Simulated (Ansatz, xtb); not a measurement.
## Two structures of AlBH4O

We compare X, a singlet given by its coordinates, with Y, `B[O][AlH2]`, a singlet. Both are isolated molecules in the gas phase, relaxed with PBE0-D4/def2-TZVP; the shapes shown needn't be the lowest conformers.

X (Å):

```json
{"atom": "Al", "x (Å)": "1.2184", "y (Å)": "0.1809", "z (Å)": "-0.5437"}
{"atom": "B", "x (Å)": "-1.0731", "y (Å)": "-0.0589", "z (Å)": "1.6787"}
{"atom": "O", "x (Å)": "-0.2142", "y (Å)": "0.0313", "z (Å)": "0.8449"}
{"atom": "H", "x (Å)": "0.9105", "y (Å)": "1.6679", "z (Å)": "-1.0399"}
{"atom": "H", "x (Å)": "2.4861", "y (Å)": "-0.0436", "z (Å)": "0.4021"}
{"atom": "H", "x (Å)": "-1.9107", "y (Å)": "-0.1470", "z (Å)": "2.4920"}
{"atom": "H", "x (Å)": "0.7631", "y (Å)": "-1.0291", "z (Å)": "-1.4823"}
```

Close contacts (Å): Al1–O3 2.00, B2–O3 1.20, Al1–H4 1.60, Al1–H5 1.60, Al1–H7 1.60, B2–H6 1.17.

Y (Å):

```xyz
7

Al   -0.2317   -1.0575   -0.2313
B     1.2108    1.5543   -0.6810
O     0.5737    0.4010   -0.4825
H     1.2670    2.3629    0.2098
H     0.6192   -2.2603    0.3285
H     1.7228    1.7742   -1.7487
H    -1.7690   -1.0975   -0.5769
```

Quicker runs give these differences E(Y) − E(X): GFN2-xTB −68.5 kJ/mol; HF/STO-3G −135.6 kJ/mol (at GFN2-xTB geometries); r2SCAN-D4/def2-SVP −111.2 kJ/mol (at GFN2-xTB geometries).

Q: Estimate E(Y) − E(X) at the level CCSD(T)/def2-TZVPP.

A: Calculated at CCSD(T)/def2-TZVPP: E(Y) − E(X) = −113.7 kJ/mol, so structure Y lies lower.

How the difference moves with the method:

```json
{"level": "GFN2-xTB", "geometry": "GFN2-xTB", "E(Y) − E(X) (kJ/mol)": "−68.5", "departure from the last row (kJ/mol)": "+45.1", "job, with rough time for the two": "optimisation, 0.24 s"}
{"level": "HF/STO-3G", "geometry": "GFN2-xTB", "E(Y) − E(X) (kJ/mol)": "−135.6", "departure from the last row (kJ/mol)": "−21.9", "job, with rough time for the two": "single point, 0.12 s"}
{"level": "r2SCAN-D4/def2-SVP", "geometry": "GFN2-xTB", "E(Y) − E(X) (kJ/mol)": "−111.2", "departure from the last row (kJ/mol)": "+2.4", "job, with rough time for the two": "single point, 1.5 s"}
{"level": "PBE0-D4/def2-TZVP", "geometry": "PBE0-D4/def2-TZVP", "E(Y) − E(X) (kJ/mol)": "−121.0", "departure from the last row (kJ/mol)": "−7.3", "job, with rough time for the two": "optimisation, 18 s"}
{"level": "HF/def2-TZVPP", "geometry": "PBE0-D4/def2-TZVP", "E(Y) − E(X) (kJ/mol)": "−124.5", "departure from the last row (kJ/mol)": "−10.9", "job, with rough time for the two": "part of the CCSD(T) run"}
{"level": "MP2/def2-TZVPP", "geometry": "PBE0-D4/def2-TZVP", "E(Y) − E(X) (kJ/mol)": "−114.9", "departure from the last row (kJ/mol)": "−1.3", "job, with rough time for the two": "part of the CCSD(T) run"}
{"level": "CCSD(T)/def2-TZVPP", "geometry": "PBE0-D4/def2-TZVP", "E(Y) − E(X) (kJ/mol)": "−113.7", "departure from the last row (kJ/mol)": "", "job, with rough time for the two": "single point, 22 s"}
```

None of the levels shown reverses the order. The largest departure from CCSD(T)/def2-TZVPP is that of GFN2-xTB, 45.1 kJ/mol.

With harmonic frequencies from PBE0-D4/def2-TZVP (ideal gas, rigid rotor, one conformer each, 298.15 K, 1 atm): on the last row, ΔE + ΔZPE = −107.0, ΔH = −107.5, ΔG = −107.3 kJ/mol.

The correlated steps freeze 7 core orbitals. Codes used: Ansatz 0.2.0, xtb 6.7.1; the last row on 2 threads of Arm Neoverse V2 on a shared host.
